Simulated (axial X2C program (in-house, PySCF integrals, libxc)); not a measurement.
Levels of Si₂⁺ by electron attachment to Si₂²⁺ (EOM-EA-CCSD)

Calculated with an axial X2C code built on PySCF integrals: two-component X2C with atomic mean-field Coulomb and Gaunt terms, Gaussian nuclei, basis Si dyall-av3z with contracted cores.

R = 2.286 Å (near the PBE0 minimum at charge 1 of the determinant lowest at the starting distance; the state shown can have its own minimum elsewhere).

Hartree–Fock spinors of Si₂²⁺ (one of each Kramers pair; a window near the gap, which can cut inner shells):

| ω | occupied | ε (eV) | character |
| --- | --- | --- | --- |
| 1/2 | yes | -32.40 | 64% Si s, 25% Si p, 10% Si d |
| 1/2 | yes | -26.03 | 64% Si s, 22% Si p, 10% Si d |
| 1/2 | yes | -21.06 | 73% Si p, 20% Si s, 5% Si d |
| 1/2 | no | -13.81 | 84% Si p, 12% Si d, 5% Si f |
| 3/2 | no | -13.79 | 83% Si p, 12% Si d, 5% Si f |
| 1/2 | no | -10.34 | 69% Si p, 20% Si d, 10% Si f |
| 3/2 | no | -10.32 | 69% Si p, 21% Si d, 10% Si f |
| 1/2 | no | -7.24 | 55% Si s, 30% Si d, 9% Si p |
| 1/2 | no | -7.11 | 52% Si p, 36% Si d, 10% Si s |

Levels of Si₂⁺ obtained by attaching an electron to Si₂²⁺:

```
  Ω  binding energy (eV)  above lowest (cm⁻¹)       attached spinor  one-particle weight
1/2               14.792                    0  84% Si pπ, 12% Si dπ                 0.94
3/2               14.780                   94  84% Si pπ, 12% Si dπ                 0.94
1/2               11.480                26715  72% Si pπ, 18% Si dπ                 0.92
3/2               11.465                26834  72% Si pπ, 18% Si dπ                 0.92
```

**Question.** What is the splitting of the first π pair in the table, and is it regular or inverted?

**Answer.** E(3/2) − E(1/2) = 94 − 0 = 94 cm⁻¹ at EOM-EA-CCSD: regular, Ω = 1/2 lower. Splittings at this level can be off by ten to twenty per cent.

This point took 8.9 s on 1 thread of Intel(R) Xeon(R) Processor @ 2.30GHz (shared host).

Reference electrons by ω block (each with its −ω partner): 1/2: 11, 3/2: 2. 6 electrons of Si₂²⁺ correlated (inner shells frozen), 92 natural virtual spinors (a truncated set); levels can be off by some tenths of an eV. Roots sought by Ω: (1/2: 5, 3/2: 4, 5/2: 2, 7/2: 1); rows need 60 % one-particle weight and stop where some Ω has no more roots. Missing are any skipped roots, higher Ω and states of a further excitation; these come out far too high here and may in truth be low or lowest. T1 of the reference 0.014 (Lee–Taylor). The reference was not checked to be the lowest state of its species. Number of frozen shells: Si 2 s, 1 p. g and u states are not told apart.
